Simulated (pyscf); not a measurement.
# Routes from `[AsH3]` + `[InH3]`

Candidate steps break at most two bonds and form at most two. Each was searched with GFN2-xTB (tblite) first. PySCF, gas phase, ωB97X-D3(BJ)/def2-SVP geometries. Energies: ωB97M-D3(BJ)/def2-TZVP, kcal/mol, from the separated reactants, singlet surface; ΔG‡ with ideal gas, 1 atm, RRHO with modes under 100 cm⁻¹ raised to 100, one conformer, R ln 2 for chiral ones without a mode under 150 cm⁻¹.

```json
[
 {"products": "H₂As–InH₂ + H₂", "type": "four-centre exchange", "ΔE‡": "23.8", "ΔE": "-11.2", "ΔG‡ 298 K": "32.5", "ΔG‡ 900 K": "49.8", "ν‡ (cm⁻¹)": "1420i"},
 {"products": "AsH₃ + InH₃", "type": "four-centre exchange", "ΔE‡": "35.0", "ΔE": "0.0", "ΔG‡ 298 K": "45.0", "ΔG‡ 900 K": "64.1", "ν‡ (cm⁻¹)": "963i"}
]
```

Row 1: On the reactant side the descent ends in a complex (not fully relaxed), 6.2 kcal/mol under the separated species and 25.1 kcal/mol under the saddle at ωB97X-D3(BJ)/def2-TZVP. Row 2: On the reactant side the descent ends in a complex (not fully relaxed), 6.0 kcal/mol under the separated species and 36.0 kcal/mol under the saddle at ωB97X-D3(BJ)/def2-TZVP. On the product side the descent ends in a complex (not fully relaxed), 5.1 kcal/mol under the separated species and 35.1 kcal/mol under the saddle at ωB97X-D3(BJ)/def2-TZVP. 

Plain bond fissions and candidates not yet searched are not listed, and one of them may be faster. Each barrier is that of the saddle found; lower ones may exist. Elements up to Kr have no core potential and no relativistic terms here. Elements past Kr carry the def2 core potentials, without spin-orbit coupling.
